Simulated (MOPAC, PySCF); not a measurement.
Energy landscape of Cl4Si, singlet: flattening of a tetrahedron along the D2d path, bond length relaxed. Scanned: the two opposite Cl-Si-Cl angles (109.47 = tetrahedral, 180 = square planar). Other coordinates (Si-Cl bond length) were minimised at B3LYP/def2-TZVP.

Computed with: AM1, restricted, heats of formation (MOPAC); RKS-B3LYP/3-21G = restricted B3LYP/3-21G (PySCF); RKS-LDA (SVWN5)/6-31G* = PySCF 2.14.0 with restricted LDA (SVWN5)/6-31G*, spherical d.

Energies in mEh, each method relative to its own lowest point.

```csv
a / °,AM1,RKS-B3LYP/3-21G,RKS-LDA (SVWN5)/6-31G*
90,21.4,28.0,30.0
95,10.7,14.6,15.3
100,[?],5.9,6.1
105,[?],1.2,1.3
109.47,0.0,0.0,0.0
115,1.2,1.8,1.7
120,[?],5.9,5.9
130,14.1,19.7,19.8
140,28.1,37.6,38.6
150,43.9,56.8,59.0
160,[?],73.9,77.6
170,70.3,85.6,90.7
180,[?],89.8,95.4
```

Question: What belongs in the gaps?

Answer: 
- 100, AM1: 4.2
- 105, AM1: 0.9
- 120, AM1: 4.1
- 160, AM1: 59.1
- 180, AM1: 74.5
